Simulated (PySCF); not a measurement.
Magnetisability: H₆N₂Si

Geometry:
```json
{"atom": "N1", "x (Å)": "-1.606", "y (Å)": "-0.223", "z (Å)": "-0.203"}
{"atom": "Si2", "x (Å)": "0.123", "y (Å)": "-0.614", "z (Å)": "-0.157"}
{"atom": "N3", "x (Å)": "1.285", "y (Å)": "0.851", "z (Å)": "-0.440"}
{"atom": "H4", "x (Å)": "-2.050", "y (Å)": "-0.204", "z (Å)": "-1.185"}
{"atom": "H5", "x (Å)": "-1.658", "y (Å)": "1.139", "z (Å)": "0.356"}
{"atom": "H6", "x (Å)": "0.369", "y (Å)": "-1.065", "z (Å)": "-1.611"}
{"atom": "H7", "x (Å)": "0.294", "y (Å)": "-1.065", "z (Å)": "1.079"}
{"atom": "H8", "x (Å)": "2.192", "y (Å)": "0.462", "z (Å)": "-0.887"}
{"atom": "H9", "x (Å)": "1.711", "y (Å)": "1.093", "z (Å)": "1.002"}
```

Method used: GIAO KT3/aug-pcSseg-1 magnetisability, rotational g tensor and spin-rotation constants, non-relativistic, gas phase (PySCF). Geometry: GFN2-xTB, normal-mode sample at 1000 K.

The bonding changed while the geometry was optimised; results refer to the coordinates, not to the name.

What are the magnetisability and the molar susceptibility?

Isotropic -672 × 10⁻³⁰ J/T², or -40.4 × 10⁻⁶ cm³/mol; principal values -700, -664, -651 × 10⁻³⁰ J/T², anisotropy 44 × 10⁻³⁰ J/T² (root of half the summed squared differences of the principal values). The susceptibility is in cgs units.

Split it along the inertial axes a, b, c into diamagnetic and paramagnetic parts about the centre of mass, with the quadrupole moment.


```tsv
axis	χ (10⁻⁶ cm³/mol)	diamagnetic (10⁻⁶ cm³/mol)	paramagnetic (10⁻⁶ cm³/mol)	summed x² of all electrons (Å²)	quadrupole Θ (D Å)
a	-40.0	-131.2	91.2	54.0	-3.01
b	-41.4	-283.4	242.1	18.1	+0.46
c	-39.9	-305.7	265.8	12.8	+2.55
```
Anisotropies 2χaa − χbb − χcc = +1.2 and 2χbb − χaa − χcc = -2.8 × 10⁻⁶ cm³/mol. Θ is traceless in Buckingham's convention.

And the rotational g tensor?


```csv
axis,rotational constant (GHz),g,nuclear part,electronic part
a,19.0583,-0.0727,0.7436,-0.8163
b,5.6986,-0.0237,0.6244,-0.6480
c,5.0383,-0.0272,0.6018,-0.6291
```
Asymmetric top; isotopes 1H, 14N, 28Si; no vibrational averaging.
